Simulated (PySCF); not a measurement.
F2, singlet in 6-31G*: errors against RCCSDT(Q)

Geometry: MP2(full)/6-31G*, from the G2/97 set.

| atom | x (Å) | y (Å) | z (Å) |
| --- | --- | --- | --- |
| F | 0.0000 | 0.0000 | 0.0000 |
| F | 0.0000 | 0.0000 | 1.4206 |

Basis 6-31G* (Cartesian d functions); PySCF 2.14.0. Correlated methods freeze the noble-gas cores, which leaves 14 electrons in 28 orbitals. R marks a restricted (for open shells ROHF) determinant.

Full CI isn't at hand for all of this; RCCSDT(Q) serves as the reference, and is uncertain by about the last step of the cluster series.

```
UHF ⟨S²⟩                          : 0.000
T1 diagnostic (RCCSD)             : 0.0103
largest doubles amplitude (RCCSD) : 0.186
```

| level | E − E(RCCSDT(Q)) (mEh) | share of correlation (%) | wall time |
| --- | --- | --- | --- |
| RHF | 380.18 | 0.00 | – |
| RMP2 | 18.12 | 95.23 | – |
| RCCSD | 11.33 | 97.02 | – |
| RCCSD(T) | 1.88 | 99.51 | 1 s |
| RCCSDT | 1.65 | 99.57 | – |

The correlation energy at RCCSDT(Q), counted from RHF, is -10.345 eV. That run took 99 s on 1 thread of Intel Xeon, shared host.

Times are those of the correlated step on a shared host, with one SCF added for the restricted CCSD run; they ran on 1 thread of Intel Xeon.

Atomization energy (electronic, same basis, no zero-point term; atoms at the same level, unrestricted beside the R rows where the molecule is a closed shell; the atoms' step beyond CCSDT comes from their full CI) at RCCSDT(Q): 144.0 kJ/mol. Errors of other levels:

```csv
level,error (kJ/mol)
RHF,-293.9
RMP2,14.4
RCCSD,-22.4
RCCSD(T),-3.9
RCCSDT,-4.1
```

This basis is far from its limit, so the value isn't to be set against a measured one.
